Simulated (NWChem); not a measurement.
# A calculation on CH3 (+1)

```xyz
4

C      0.0000     0.0000     0.0000
H      0.0000     0.0000     1.1041
H     -0.9562     0.0000    -0.5520
H      0.9562     0.0000    -0.5520
```
Charge +1, spin multiplicity 1.

Program: NWChem. The geometry was optimised at PBE0/def2-SVP, a minimum by its harmonic frequencies.

Static limit.

The spin multiplicity of the parent species was assumed, not shown to be that of its ground state. The structure started from a generated list of species.

Question: Give the polarisability tensor in bohr³ at HF/Sadlej pVTZ, in the frame of the coordinates, and its isotropic mean.

Answer: 
```
9.88  0.00  0.00
0.00  6.72  0.00
0.00  0.00  9.88
```
Mean (one third of the trace): 8.82 bohr³.
